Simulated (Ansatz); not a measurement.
A made-up structure of BH2O (charge -1), closed shell:

```xyz
4
angstrom
B 0.0278 -0.0087 0.0176
O 1.0763 -0.3364 0.6810
H -1.0981 -0.5697 0.1471
H 1.8577 -0.1552 1.2265
```

It is relaxed with PBE-D4/def2-SVPD and then PBE0-D4/def2-TZVPD (Ansatz 0.2.0). Atoms count as bonded within 1.22 times the sum of their covalent radii (H–H: 0.88 Å). The end point is not checked to be a true minimum.

(1) Does its bonding change? (A judgement: the text doesn't fix the answer.)

Answers

(1) By the calculation: No: no bond forms or breaks.

Where it ends: The first stage lowers the energy by 1.18 eV in 9 steps. It ends as BH₂O ([BH][OH]), total charge -1:
B1  (0.116, 0.053, 0.025)
O2  (0.947, -0.518, 1.003)
H3  (-0.976, -0.554, 0.108)
H4  (1.777, -0.052, 0.937)
(Å)

Labels in which every atom is bracketed show which atoms are joined, not bond orders.

For scale, one of the runs: PBE0-D4/def2-TZVPD relaxation, 95 basis functions, launched by `ansatz run in.yaml --threads 2 --pin off --events-out ev --progress --plain --max-ram 4352MiB`. Hardware: 2 CPU threads of an Arm Neoverse V1, shared host. Wall time about 5.5 s.
